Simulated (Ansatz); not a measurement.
# BH2S2− (SMILES [S-]BS): one structure at several levels

The task here is to estimate one member of a computed series from the others.

Computed with Ansatz 0.2.0, Gaussian basis. Level: single points in def2-TZVPPD.

Cores are frozen in the correlated methods.

## The starting structure

5 atoms, charge -1, spin multiplicity 1.

Atoms are counted from 1 here; the program's logs count them from 0.

Bond lengths: S1–B2 1.828 Å, B2–S3 1.943 Å, B2–H4 1.300 Å, S3–H5 1.300 Å. Angles: S1–B2–S3 121.7°, S1–B2–H4 127.1°, S3–B2–H4 111.2°, B2–S3–H5 101.6°.

As a file:

```xyz
5
BH2S2
S    -1.2494   -1.1649    0.8701
B    -0.5568   -0.0034   -0.3604
S     1.2541    0.6845   -0.2084
H    -1.1391    0.4390   -1.4358
H     1.6474    0.1394    0.9046
```

Set-up of the first run:

The input, run/in.yaml:

```yaml
crystal:
  periodic: [false, false, false]
  atoms:
    - {symbol: S, position_ang: [-1.249400, -1.164900, 0.870100]}
    - {symbol: B, position_ang: [-0.556800, -0.003400, -0.360400]}
    - {symbol: S, position_ang: [1.254100, 0.684500, -0.208400]}
    - {symbol: H, position_ang: [-1.139100, 0.439000, -1.435800]}
    - {symbol: H, position_ang: [1.647400, 0.139400, 0.904600]}
basis:
  gaussian: {orbitals: "def2-TZVPPD.json"}
total_charge: -1
correlation: {method: ccsd_t}
output: {forces: true}
```

The basis file named in the input lies beside it (Basis Set Exchange, JSON).

The command line of these runs was not kept.

Steps of the session up to this table: CCSD(T)/def2-TZVPPD; PBE0-D4/def2-TZVPPD; wB97M-V/def2-TZVPPD; r2SCAN-D4/def2-TZVPPD; PBE-D4/def2-TZVPPD; LC-wPBE/def2-TZVPPD; BLYP-D4/def2-TZVPPD.

One of the session's tables, all rows but one given; the rest of the session is left out.

```
   method  RMS force component (eV/Å)  angle to CCSD(T) forces (°)
  CCSD(T)                       0.939                    reference
  PBE0-D4                           ?                            ?
  wB97M-V                       1.003                          3.8
r2SCAN-D4                       0.983                          2.8
   PBE-D4                       0.982                          8.4
  LC-wPBE                       1.065                          9.2
  BLYP-D4                       0.937                          8.7
```

**Question.** Estimate the row for PBE0-D4.

As computed: RMS force component (eV/Å): 1.009; angle to CCSD(T) forces (°): 4.5. In the column «RMS force component (eV/Å)» it lies between wB97M-V (1.003) and LC-wPBE (1.065).
